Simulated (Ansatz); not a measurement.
Working through a composite energy at a relaxed geometry of CH5OSi, SMILES C[SiH2][O]

Computed with the Ansatz DFT code, driven from Python.

Notebook, run cell by cell (the value of a cell's last expression is shown):

**Cell 1**
```python
import itertools

import ansatz as az
from ase.data import atomic_numbers, covalent_radii
import numpy as np
```

**Cell 2**
```python
mol = (
    az.Crystal.molecule()
    .atom("C", (-0.503, 0.6666, -0.4003))
    .atom("Si", (0.428, -0.6613, 0.3874))
    .atom("O", (2.0033, -0.6405, -0.2337))
    .atom("H", (-0.497, 0.57, -1.5144))
    .atom("H", (-1.5865, 0.6931, -0.0361))
    .atom("H", (-0.0793, 1.7044, -0.1835))
    .atom("H", (0.4836, -0.4536, 1.8483))
    .atom("H", (-0.1569, -1.9358, 0.0764))
)
```

**Cell 3**
```python
model = mol.calculation()
model = model.basis(gaussian="def2-SVP")
model = model.functional("b3lyp")
model = model.spin("collinear", total=1)
symbols = [site.symbol for site in mol.cartesian_sites]
start = np.array([site.position_ang for site in mol.cartesian_sites], dtype=float)
summary = model.relax(force_tolerance=0.01).run(threads=1).report
end = np.array(summary["positions_ang"])
# pairs closer than 1.2 times the sum of covalent radii, before or after
radius = [covalent_radii[atomic_numbers[s]] for s in symbols]
span = lambda where, i, j: np.linalg.norm(where[i] - where[j])
bonded = [(i, j) for i, j in itertools.combinations(range(len(symbols)), 2) if min(span(start, i, j), span(end, i, j)) < 1.2 * (radius[i] + radius[j])]
print("pair        before    after (A)")
for i, j in bonded:
    print(f"{symbols[i]}{i}-{symbols[j]}{j}".ljust(10), f"{span(start, i, j):8.4f} {span(end, i, j):8.4f}")
```
Output:
```text
pair        before    after (A)
C0-Si1       1.8029   1.8924
C0-H3        1.1183   1.0999
C0-H4        1.1434   1.1029
C0-H5        1.1417   1.0999
Si1-O2       1.6934   1.6813
Si1-H6       1.4766   1.4929
Si1-H7       1.4364   1.4928
```

**Cell 4**
```python
minimum = az.Crystal.molecule()
for symbol, place in zip(symbols, end):
    minimum = minimum.atom(symbol, place.tolist())
at_minimum = minimum.calculation().spin("collinear", total=1)
# MP2 extrapolated to the basis limit, plus the small-basis difference CCSD(T) - MP2
level = lambda method, basis: at_minimum.basis(gaussian=basis).correlation(method).run(threads=1).report
small, large, cluster = level("mp2", "cc-pVDZ"), level("mp2", "cc-pVTZ"), level("ccsd_t", "cc-pVDZ")
corr = lambda each: (each["free_energy_ev"] - each["reference_energy_ev"]) / 27.211386246
mp2_limit = (27 * corr(large) - 8 * corr(small)) / 19
pieces = {"HF / cc-pVTZ": large["reference_energy_ev"] / 27.211386246, "MP2 correlation, DZ-TZ limit": mp2_limit, "CCSD(T) - MP2 / cc-pVDZ": corr(cluster) - corr(small)}
for name, value in pieces.items():
    print(f"{name:32s} {value:14.6f} Ha")
print(f"{'sum':32s} {sum(pieces.values()):14.6f} Ha")
print("T1 diagnostic", round(cluster["correlation"]["coupled_cluster"]["t1_diagnostic"], 4))
```
Output:
```text
HF / cc-pVTZ                        -404.626951 Ha
MP2 correlation, DZ-TZ limit          -0.534959 Ha
CCSD(T) - MP2 / cc-pVDZ               -0.058473 Ha
sum                                 -405.220383 Ha
T1 diagnostic 0.0171
```

Total energies depend on the basis set; only differences at equal settings carry meaning. The sum leaves out core correlation, relativity, the Hartree-Fock basis error and zero-point energy; a DZ-TZ extrapolation is rough. The species is open-shell (spin multiplicity 2). b3lyp holds the VWN-RPA fit, as in Gaussian; the form of ORCA and Turbomole is b3lyp5. Inner cores stay frozen, so this is valence correlation. For Al to Cl the sets with a tight d function, cc-pV(X+d)Z, are usual. An extrapolation from small basis sets is rough. Wall time of the script: 110 s on 1 thread of Arm Neoverse V1, with other jobs on the host, peak memory 0.4 GiB.

(A comment or docstring line of the script was reworded after the run, the code is as it ran; lines on the test bed's own set-up are left out of the output.)
